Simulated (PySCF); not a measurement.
**SiCl: a base run and its variants**

Base input, run as `OMP_NUM_THREADS=1 python input.py` with PySCF 2.14:

```python
from pyscf import gto, dft

mol = gto.M(
    atom='Si 0 0 0; Cl 0 0 1.877',
    basis='sbkjc',
    ecp={'Si': 'sbkjc', 'Cl': 'sbkjc'},
    charge=0,
    spin=1,
    verbose=3,
)
mf = dft.UKS(mol, xc='camb3lyp')
mf.kernel()
mf.dip_moment()
print('orbital energies (hartree):', [e[max(0, n-3):n+3].round(4) for e, n in zip(mf.mo_energy, mol.nelec)])
```

Base result: E(SCF) = -18.655733 Eh, ⟨S²⟩ = 0.751, μz(SCF) = -0.44 D. The bond length is a typed value, not an optimised one. No search for the lowest solution was made.

Hardware: Arm Neoverse V2, 1 thread, shared host. Wall time 1.3 s, peak memory 0.14 GiB.

Each row names what differs from the base; energies in brackets are changes from the base.

```tsv
change	result	wall time (s)
step after the SCF: none → optimize	E(SCF) = -18.655733 Eh (+0.0000 eV), ⟨S²⟩ = 0.751, all at the start geometry; optimised bond 2.242 Å with E = -18.703061 Eh after 7 steps	6.1
step after the SCF: none → stability	E(SCF) = -18.655733 Eh (+0.0000 eV), ⟨S²⟩ = 0.751, μz(SCF) = -0.44 D, internal stable; real -> complex unstable	2.8
basis set: sbkjc → def2-tzv2p; core potential: on → off [unsound on purpose]	stops with BasisNotFoundError (def2-tzv2p)	0.56
charge: 0 → 1; spin (2S): 1 → 2 [another spin of the ion may lie lower] [a high spin state]	E(SCF) = -18.245965 Eh (+11.1503 eV), ⟨S²⟩ = 2.005	1.3
core potential: on → off [unsound on purpose]	E(SCF) = -146.430557 Eh, ⟨S²⟩ = 0.750, μz(SCF) = 11.43 D	1.1
spin (2S): 1 → 2 [unsound on purpose]	stops with RuntimeError (Electron number 11 and spin 2 are not consistent)	0.47
spin (2S): 1 → 3 [a high spin state]	E(SCF) = -18.545109 Eh (+3.0102 eV), ⟨S²⟩ = 3.752, μz(SCF) = -1.29 D	1.2
geometry: bond 1.877 → bond 2.008	E(SCF) = -18.687081 Eh (-0.8530 eV), ⟨S²⟩ = 0.751, μz(SCF) = -1.27 D	1.2
step after the SCF: none → mp2; SCF type: UKS → UHF; functional: camb3lyp → none (Hartree–Fock); frozen orbitals: default → 0	E(SCF) = -18.340523 Eh, E(MP2) − E(SCF) = -0.05236 Eh, ⟨S²⟩ = 0.754, μz(SCF) = -0.81 D	0.62
geometry: bond 1.877 → bond 10 [unsound on purpose]	not converged: SCF	3.6
functional: camb3lyp → r2scan	E(SCF) = -18.697757 Eh, ⟨S²⟩ = 0.751, μz(SCF) = -0.10 D	1.4
length unit: angstrom → bohr [unsound on purpose]	E(SCF) = -15.636330 Eh (+82.1621 eV), ⟨S²⟩ = 0.750, μz(SCF) = 3.75 D	1.2
initial guess: minao → mod_huckel	E(SCF) = -18.655733 Eh (+0.0000 eV), ⟨S²⟩ = 0.751, μz(SCF) = -0.44 D	1.2
geometry: bond 1.877 → bond 1.821	E(SCF) = -18.634259 Eh (+0.5843 eV), ⟨S²⟩ = 0.751, μz(SCF) = -0.09 D	1.3
basis set: sbkjc → cc-pcvdz; core potential: on → off	E(SCF) = -749.667338 Eh, ⟨S²⟩ = 0.755, μz(SCF) = 0.26 D	3.9
basis set: sbkjc → lanl2dz [with its own core potential]	E(SCF) = -18.707507 Eh, ⟨S²⟩ = 0.752, μz(SCF) = -0.55 D	1.2
basis set: sbkjc → 6-31g; core potential: on → off	E(SCF) = -749.566692 Eh, ⟨S²⟩ = 0.751, μz(SCF) = -0.50 D	2.3
step after the SCF: none → polarizability	E(SCF) = -18.655733 Eh (+0.0000 eV), ⟨S²⟩ = 0.751, μz(SCF) = -0.44 D, α(xx, yy, zz) = 23.0, 20.7, 38.7 bohr³	1.9
point-group symmetry: off → on	not converged: SCF	3.7
charge: 0 → 1; spin (2S): 1 → 0 [another spin of the ion may lie lower]	E(SCF) = -18.376379 Eh (+7.6016 eV)	1.1
```

Task: Order these changes by how far they move the SCF energy from the base, largest first: (1) geometry: bond 1.877 → bond 1.821; (2) geometry: bond 1.877 → bond 2.008; (3) initial guess: minao → mod_huckel.

Result: (2) -0.8530 eV, (1) +0.5843 eV, (3) +0.0000 eV.
